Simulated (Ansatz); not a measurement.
# C₃H₆+ (doublet): energies up the ladder

The task, for C₃H₆+ (doublet): energies up the ladder. Charge +1. Spin multiplicity 2.

Program: Ansatz 0.2.0. Level of theory: the levels named in each step. These are calculated values, not measurements.

## 1. The system as given

Bond lengths: C1–C2 1.497 Å, C1–C3 1.497 Å, C2–C3 1.497 Å, C1–H4 1.079 Å, C1–H5 1.079 Å, C2–H6 1.079 Å, C2–H7 1.079 Å, C3–H8 1.079 Å, C3–H9 1.079 Å. Angles (14 of 18 angles, heavy atoms first): C1–C2–C3 60.0°, C2–C1–C3 60.0°, C1–C3–C2 60.0°, C1–C2–H6 118.3°, C1–C2–H7 118.3°, C3–C2–H6 118.3°, C3–C2–H7 118.3°, C2–C1–H4 118.3°, C2–C1–H5 118.3°, C3–C1–H4 118.3°, C3–C1–H5 118.3°, C1–C3–H8 118.3°, C1–C3–H9 118.3°, C2–C3–H8 118.3°.

As a file:

```xyz
9

C     0.8480    0.1561    0.0557
C    -0.2814   -0.7938   -0.1927
C    -0.5666    0.6378    0.1370
H     1.4088    0.0565    0.9725
H     1.4483    0.4692   -0.7849
H    -0.4543   -1.1310   -1.2034
H    -0.4939   -1.5436    0.5540
H    -0.9741    0.8681    1.1096
H    -0.9347    1.2807   -0.6479
```

## 2. A rough first relaxation, PBE-D4/def2-SVP

File input.yaml:

```yaml
crystal:
  periodic: [false, false, false]
  atoms:
    - { symbol: C, position_ang: [0.84798, 0.15608, 0.05568] }
    - { symbol: C, position_ang: [-0.28143, -0.79384, -0.19272] }
    - { symbol: C, position_ang: [-0.56657, 0.63777, 0.13702] }
    - { symbol: H, position_ang: [1.40878, 0.05648, 0.97254] }
    - { symbol: H, position_ang: [1.44826, 0.4692, -0.78491] }
    - { symbol: H, position_ang: [-0.45428, -1.13096, -1.20343] }
    - { symbol: H, position_ang: [-0.49389, -1.54363, 0.55403] }
    - { symbol: H, position_ang: [-0.97411, 0.86808, 1.10961] }
    - { symbol: H, position_ang: [-0.93474, 1.28071, -0.64787] }
magnetization:
  spin_polarized: true
  initial_magnetization: 1
total_charge: 1
basis:
  gaussian: { orbitals: def2-SVP }
hamiltonian:
  xc: pbe
  dispersion: d4
relax:
  f_tol: 0.03
  max_steps: 200
```

Command:

```console
ansatz run input.yaml --threads 4 --pin off --max-ram 10240MiB --backend cpu --events-out ev --progress --plain --runs-dir out
```

The runs that follow: Relaxation, PBE0-D4/def2-TZVPP; Frequencies, PBE0-D4/def2-TZVPP; Single point, PBE-D4/def2-TZVPP; Single point, r2SCAN-D4/def2-TZVPP; Single point, B3LYP-D4/def2-TZVPP; Single point, wB97M-V/def2-TZVPP; Single point, B2PLYP/def2-TZVPP; Single point, LDA/def2-TZVPP; Single point, PBE0-D4/def2-SVP; Single point, PBE-D4/def2-SVP; Single point, CCSD(T)/def2-TZVPP; Single point, MP2/def2-QZVPP.

**Question.** What will these runs give? Wanted: C1–C3 at PBE0-D4/def2-TZVPP; C2–C3 at PBE0-D4/def2-TZVPP; frequencies at PBE0-D4/def2-TZVPP; energy at CCSD(T)/CBS.

**Answer**, as computed:

| quantity | value |
| --- | --- |
| C1–C3 at PBE0-D4/def2-TZVPP | 1.471 Å |
| C2–C3 at PBE0-D4/def2-TZVPP | 1.471 Å |
| frequencies at PBE0-D4/def2-TZVPP | 497 to 3282 cm⁻¹ |
| energy at CCSD(T)/CBS | -3193.763 eV |

What this shows: No mode is imaginary, so the geometry is a minimum. These totals serve in differences with atoms or fragments at the same level; alone they don't rank the methods.
